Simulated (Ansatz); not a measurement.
Ansatz (a quantum-chemistry and plane-wave program) input (B3LYP-D3(BJ)/def2-TZVP):

Ansatz 0.2 input:
```yaml
crystal:
  periodic: [false, false, false]
  atoms:
    - {symbol: N, position_ang: [-0.00181269, 0.00359022, 1.22722463]}
    - {symbol: C, position_ang: [0.00162323, 1.08102868, 0.39732440]}
    - {symbol: C, position_ang: [-0.00280630, -1.07868549, 0.40363605]}
    - {symbol: C, position_ang: [0.00285416, 0.70543113, -0.95100856]}
    - {symbol: C, position_ang: [-0.00005088, -0.71098333, -0.94686916]}
    - {symbol: H, position_ang: [0.00308933, 2.08907821, 0.79989107]}
    - {symbol: H, position_ang: [-0.00547032, -2.08436240, 0.81208774]}
    - {symbol: H, position_ang: [0.00547332, 1.35944646, -1.81451217]}
    - {symbol: H, position_ang: [-0.00012480, -1.37003976, -1.80653539]}
basis:
  gaussian:
    orbitals: def2-TZVP
hamiltonian:
  xc: b3lyp
  dispersion: d3bj
total_charge: -1
phonons: {temperatures: {t_min: 298.15, t_max: 298.15, t_step: 100}}
```

Output:

```
Functional definition: B3LYP
integrals: 0.08 GiB planned
1051 factors; their error is unknown
mean field: 0.84 GiB planned
mean field evaluation 1: about -5700.5282 eV, gradient 4.3e1 eV
mean field evaluation 2: about -5695.9552 eV, gradient 6.1e1 eV
mean field evaluation 4: about -5705.2198 eV, gradient 3.4e0 eV
mean field evaluation 8: about -5705.2501 eV, gradient 2.5e-1 eV
mean field evaluation 16: about -5705.2410 eV, gradient 7.7e-5 eV
mean field -5705.24104656 eV, -209.6637413098 hartree, gradient 5.4e-6 eV, S^2 0.000000; 0 other end points of the search recorded, 0 dependent functions left out
the calculation of the forces begins
reference -5705.24129452 eV, -209.6637504223 hartree; 18, 18 occupied and 161, 161 virtual orbitals, 1051 factors
these checks for a lower state are left out or cut short: stability, starts, cluster_reference, orbital_swaps, neighbouring_geometries, increment
integrals: 0.08 GiB planned
1051 factors; their error is unknown
mean field: 0.84 GiB planned
mean field -5705.24094505 eV, -209.6637375795 hartree, gradient 2.6e-6 eV, S^2 0.000000; 0 other end points of the search recorded, 0 dependent functions left out
the calculation of the forces begins
reference -5705.24119304 eV, -209.6637466928 hartree; 18, 18 occupied and 161, 161 virtual orbitals, 1051 factors
these checks for a lower state are left out or cut short: stability, starts, cluster_reference, orbital_swaps, neighbouring_geometries, increment
integrals: 0.08 GiB planned
1051 factors; their error is unknown
mean field: 0.84 GiB planned
mean field evaluation 32: about -5705.2409 eV, gradient 9.5e-3 eV
mean field -5705.24093500 eV, -209.6637372101 hartree, gradient 2.5e-6 eV, S^2 0.000000; 0 other end points of the search recorded, 0 dependent functions left out
the calculation of the forces begins
reference -5705.24118294 eV, -209.6637463217 hartree; 18, 18 occupied and 161, 161 virtual orbitals, 1051 factors
these checks for a lower state are left out or cut short: stability, starts, cluster_reference, orbital_swaps, neighbouring_geometries, increment
integrals: 0.08 GiB planned
1051 factors; their error is unknown
mean field: 0.84 GiB planned
mean field -5705.24062212 eV, -209.6637257118 hartree, gradient 2.6e-6 eV, S^2 0.000000; 0 other end points of the search recorded, 0 dependent functions left out
the calculation of the forces begins
reference -5705.24087010 eV, -209.6637348251 hartree; 18, 18 occupied and 161, 161 virtual orbitals, 1051 factors
these checks for a lower state are left out or cut short: stability, starts, cluster_reference, orbital_swaps, neighbouring_geometries, increment
integrals: 0.08 GiB planned
1051 factors; their error is unknown
mean field: 0.84 GiB planned
mean field -5705.24102191 eV, -209.6637404038 hartree, gradient 2.5e-6 eV, S^2 0.000000; 0 other end points of the search recorded, 0 dependent functions left out
the calculation of the forces begins
reference -5705.24126984 eV, -209.6637495152 hartree; 18, 18 occupied and 161, 161 virtual orbitals, 1051 factors
these checks for a lower state are left out or cut short: stability, starts, cluster_reference, orbital_swaps, neighbouring_geometries, increment
integrals: 0.08 GiB planned
1051 factors; their error is unknown
mean field: 0.84 GiB planned
mean field -5705.24096410 eV, -209.6637382793 hartree, gradient 2.5e-6 eV, S^2 0.000000; 0 other end points of the search recorded, 0 dependent functions left out
the calculation of the forces begins
reference -5705.24121202 eV, -209.6637473905 hartree; 18, 18 occupied and 161, 161 virtual orbitals, 1051 factors
these checks for a lower state are left out or cut short: stability, starts, cluster_reference, orbital_swaps, neighbouring_geometries, increment
integrals: 0.08 GiB planned
1051 factors; their error is unknown
mean field: 0.84 GiB planned
mean field evaluation 64: about -5705.2409 eV, gradient 2.6e-6 eV
mean field -5705.24091452 eV, -209.6637364574 hartree, gradient 2.6e-6 eV, S^2 0.000000; 0 other end points of the search recorded, 0 dependent functions left out
the calculation of the forces begins
reference -5705.24116252 eV, -209.6637455711 hartree; 18, 18 occupied and 161, 161 virtual orbitals, 1051 factors
these checks for a lower state are left out or cut short: stability, starts, cluster_reference, orbital_swaps, neighbouring_geometries, increment
integrals: 0.08 GiB planned
1051 factors; their error is unknown
mean field: 0.84 GiB planned
mean field -5705.24080685 eV, -209.6637325007 hartree, gradient 2.5e-6 eV, S^2 0.000000; 0 other end points of the search recorded, 0 dependent functions left out
the calculation of the forces begins
reference -5705.24105487 eV, -209.6637416153 hartree; 18, 18 occupied and 161, 161 virtual orbitals, 1051 factors
these checks for a lower state are left out or cut short: stability, starts, cluster_reference, orbital_swaps, neighbouring_geometries, increment
integrals: 0.08 GiB planned
1051 factors; their error is unknown
mean field: 0.84 GiB planned
mean field -5705.24091521 eV, -209.6637364827 hartree, gradient 2.6e-6 eV, S^2 0.000000; 0 other end points of the search recorded, 0 dependent functions left out
the calculation of the forces begins
reference -5705.24116311 eV, -209.6637455929 hartree; 18, 18 occupied and 161, 161 virtual orbitals, 1051 factors
these checks for a lower state are left out or cut short: stability, starts, cluster_reference, orbital_swaps, neighbouring_geometries, increment
integrals: 0.08 GiB planned
1051 factors; their error is unknown
mean field: 0.84 GiB planned
mean field -5705.24089086 eV, -209.6637355878 hartree, gradient 2.6e-6 eV, S^2 0.000000; 0 other end points of the search recorded, 0 dependent functions left out
the calculation of the forces begins
reference -5705.24113884 eV, -209.6637447012 hartree; 18, 18 occupied and 161, 161 virtual orbitals, 1051 factors
these checks for a lower state are left out or cut short: stability, starts, cluster_reference, orbital_swaps, neighbouring_geometries, increment
integrals: 0.08 GiB planned
1051 factors; their error is unknown
mean field: 0.84 GiB planned
mean field -5705.24096396 eV, -209.6637382743 hartree, gradient 2.6e-6 eV, S^2 0.000000; 0 other end points of the search recorded, 0 dependent functions left out
the calculation of the forces begins
reference -5705.24121190 eV, -209.6637473858 hartree; 18, 18 occupied and 161, 161 virtual orbitals, 1051 factors
these checks for a lower state are left out or cut short: stability, starts, cluster_reference, orbital_swaps, neighbouring_geometries, increment
integrals: 0.08 GiB planned
1051 factors; their error is unknown
mean field: 0.83 GiB planned
mean field evaluation 96: about -5705.2439 eV, gradient 3.8e-4 eV
mean field -5705.24097380 eV, -209.6637386358 hartree, gradient 2.5e-6 eV, S^2 0.000000; 0 other end points of the search recorded, 0 dependent functions left out
the calculation of the forces begins
reference -5705.24122180 eV, -209.6637477497 hartree; 18, 18 occupied and 161, 161 virtual orbitals, 1051 factors
these checks for a lower state are left out or cut short: stability, starts, cluster_reference, orbital_swaps, neighbouring_geometries, increment
integrals: 0.08 GiB planned
1051 factors; their error is unknown
mean field: 0.84 GiB planned
mean field -5705.24093386 eV, -209.6637371680 hartree, gradient 2.6e-6 eV, S^2 0.000000; 0 other end points of the search recorded, 0 dependent functions left out
the calculation of the forces begins
reference -5705.24118178 eV, -209.6637462789 hartree; 18, 18 occupied and 161, 161 virtual orbitals, 1051 factors
these checks for a lower state are left out or cut short: stability, starts, cluster_reference, orbital_swaps, neighbouring_geometries, increment
integrals: 0.08 GiB planned
1051 factors; their error is unknown
mean field: 0.84 GiB planned
mean field -5705.24102125 eV, -209.6637403798 hartree, gradient 2.6e-6 eV, S^2 0.000000; 0 other end points of the search recorded, 0 dependent functions left out
the calculation of the forces begins
reference -5705.24126922 eV, -209.6637494925 hartree; 18, 18 occupied and 161, 161 virtual orbitals, 1051 factors
these checks for a lower state are left out or cut short: stability, starts, cluster_reference, orbital_swaps, neighbouring_geometries, increment
integrals: 0.08 GiB planned
1051 factors; their error is unknown
mean field: 0.84 GiB planned
mean field -5705.24103777 eV, -209.6637409867 hartree, gradient 2.6e-6 eV, S^2 0.000000; 0 other end points of the search recorded, 0 dependent functions left out
the calculation of the forces begins
reference -5705.24128572 eV, -209.6637500989 hartree; 18, 18 occupied and 161, 161 virtual orbitals, 1051 factors
these checks for a lower state are left out or cut short: stability, starts, cluster_reference, orbital_swaps, neighbouring_geometries, increment
integrals: 0.08 GiB planned
1051 factors; their error is unknown
mean field: 0.83 GiB planned
mean field evaluation 128: about -5705.2410 eV, gradient 3.8e-4 eV
mean field -5705.24101696 eV, -209.6637402219 hartree, gradient 2.6e-6 eV, S^2 0.000000; 0 other end points of the search recorded, 0 dependent functions left out
the calculation of the forces begins
reference -5705.24126488 eV, -209.6637493330 hartree; 18, 18 occupied and 161, 161 virtual orbitals, 1051 factors
these checks for a lower state are left out or cut short: stability, starts, cluster_reference, orbital_swaps, neighbouring_geometries, increment
integrals: 0.08 GiB planned
1051 factors; their error is unknown
mean field: 0.83 GiB planned
mean field -5705.24098061 eV, -209.6637388862 hartree, gradient 2.5e-6 eV, S^2 0.000000; 0 other end points of the search recorded, 0 dependent functions left out
the calculation of the forces begins
reference -5705.24122861 eV, -209.6637480000 hartree; 18, 18 occupied and 161, 161 virtual orbitals, 1051 factors
these checks for a lower state are left out or cut short: stability, starts, cluster_reference, orbital_swaps, neighbouring_geometries, increment
integrals: 0.08 GiB planned
1051 factors; their error is unknown
mean field: 0.83 GiB planned
mean field -5705.24102410 eV, -209.6637404845 hartree, gradient 2.6e-6 eV, S^2 0.000000; 0 other end points of the search recorded, 0 dependent functions left out
the calculation of the forces begins
reference -5705.24127205 eV, -209.6637495965 hartree; 18, 18 occupied and 161, 161 virtual orbitals, 1051 factors
these checks for a lower state are left out or cut short: stability, starts, cluster_reference, orbital_swaps, neighbouring_geometries, increment
integrals: 0.08 GiB planned
1051 factors; their error is unknown
mean field: 0.84 GiB planned
mean field -5705.24099147 eV, -209.6637392854 hartree, gradient 2.6e-6 eV, S^2 0.000000; 0 other end points of the search recorded, 0 dependent functions left out
the calculation of the forces begins
reference -5705.24123945 eV, -209.6637483984 hartree; 18, 18 occupied and 161, 161 virtual orbitals, 1051 factors
Total energy: -5705.56558416 eV, -209.6756678468 hartree
Atom 0 at    -0.001813     0.003590     1.227225 Å, force     0.000000    -0.000000    -0.000107 eV/Å
Atom 1 at     0.001623     1.081029     0.397324 Å, force     0.000002     0.001056     0.000108 eV/Å
Atom 2 at    -0.002806    -1.078685     0.403636 Å, force    -0.000002    -0.001056     0.000114 eV/Å
Atom 3 at     0.002854     0.705431    -0.951009 Å, force     0.000000     0.000023    -0.000080 eV/Å
Atom 4 at    -0.000051    -0.710983    -0.946869 Å, force     0.000000    -0.000024    -0.000080 eV/Å
Atom 5 at     0.003089     2.089078     0.799891 Å, force    -0.000002    -0.000914    -0.000029 eV/Å
Atom 6 at    -0.005470    -2.084362     0.812088 Å, force     0.000002     0.000914    -0.000034 eV/Å
Atom 7 at     0.005473     1.359446    -1.814512 Å, force    -0.000000    -0.000004     0.000054 eV/Å
Atom 8 at    -0.000125    -1.370040    -1.806535 Å, force    -0.000000     0.000004     0.000054 eV/Å
Dipole moment:     0.000538    -0.001066    -0.364287 e Å
Vibrations: 596.41 641.73 675.22 687.01 733.28 738.81 883.02 896.52 1019.82 1034.16 1105.02 1168.29 1228.42 1304.52 1380.74 1453.17 1467.43 3124.14 3129.79 3154.30 3176.75 cm⁻¹, zero-point energy 1.834876 eV
```

It need not be the lowest isomer of its formula. Whether it binds its extra electron was not tested at this geometry.
